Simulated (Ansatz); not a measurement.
Input file:

```yaml
crystal:
  periodic: [false, false, false]
  atoms:
    - {symbol: Ge, position_ang: [0.000034, -0.000003, -0.018730]}
    - {symbol: H, position_ang: [1.465006, 0.016889, 0.452573]}
    - {symbol: H, position_ang: [-0.748285, 1.261093, 0.448403]}
    - {symbol: H, position_ang: [-0.719150, -1.277779, 0.448837]}
basis:
  gaussian: {orbitals: def2-SVP}
total_charge: 1
magnetization: {spin_polarized: false, initial_magnetization: 2}
correlation: {active_space: {window: {electrons: 2, orbitals: 3}}}
```

```sh
$ ansatz run in.yaml --threads 1 --pin off --events-out ev --progress --plain --max-ram 2393MiB
```

Output:

```
469 factors; integrals over basis functions are off by at most 1.4e-3 eV
mean field evaluation 1: about -56500.0899 eV, gradient 9.0e0 eV
mean field evaluation 2: about -56500.0907 eV, gradient 9.0e0 eV
mean field evaluation 4: about -56500.8693 eV, gradient 1.9e0 eV
mean field evaluation 8: about -56500.9524 eV, gradient 1.1e-1 eV
mean field evaluation 16: about -56500.7074 eV, gradient 4.1e-2 eV
mean field evaluation 32: about -56500.7079 eV, gradient 3.8e-2 eV
mean field -56500.95260820 eV, -2076.3717106303 hartree, gradient 1.2e-6 eV, S^2 2.000000; 4 other end points of the search recorded, 0 dependent functions left out
reference -56500.95260820 eV, -2076.3717106303 hartree; 18, 16 occupied and 29, 31 virtual orbitals, 469 factors
state -56500.95260820 eV, -2076.3717106303 hartree
Total energy: -56500.95260820 eV, -2076.3717106303 hartree
```

Natural occupations: 1.0000 1.0000 0.0000.

Ran on 1 thread of Intel Xeon, shared host: 7.5 s wall, 0.2 GiB peak host memory.
